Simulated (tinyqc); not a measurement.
Inside a calculation. Method: RHF in the sto-6g basis, for H2O, spin multiplicity 1. One step of it, computed by the program tinyqc.

Problem. Iteration 2: DIIS coefficients. Solve [B -1; -1 0][c; lambda] = [0; -1] for the coefficients, which sum to one.

B (overlaps of the stored error matrices):
```
               1              2
1  6.7078693e+02  8.9479252e+00
2  8.9479252e+00  2.2467643e+00
```

Give: DIIS coefficients.

Solution.

DIIS coefficients: -0.0102  1.0102
